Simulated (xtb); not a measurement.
tetrafluoroethylene (C2F4), SMILES FC(F)=C(F)F. All values are semi-empirical tight-binding results from xtb (GFN2-xTB unless named), good for trends rather than for accurate numbers. The structure is a stationary point at GFN2-xTB.

Question: Estimate the properties. (Estimate from the structure and the level; the computed values follow.)

Answer: 
The point group as xtb finds it is D2h. The orbital gap is 4.98 eV. The dipole moment comes out as 0.00 D and the zero-point energy is 12.4 kcal/mol. The G − E(el) at 298.15 K (modified RRHO) comes out as -5.2 kcal/mol, the static polarisability (D4 model) is 30.8 bohr³ and the solvation energy, GFN2-xTB/ALPB(water) is 1.5 kcal/mol. The solvation energy, GFN2-xTB/ALPB(ch2cl2) is -0.4 kcal/mol.

Question: Give the IR lines (harmonic; lines under 4 % of the strongest left out, lines within 3 cm⁻¹ merged). (Estimate from the structure and the level; the computed values follow.)

Answer: ν (cm⁻¹): 415 (w), 1124 (vs), 1250 (vs) (against the strongest line: vs over 80 %, s over 45 %, m over 15 %, w over 4 %, vw less)
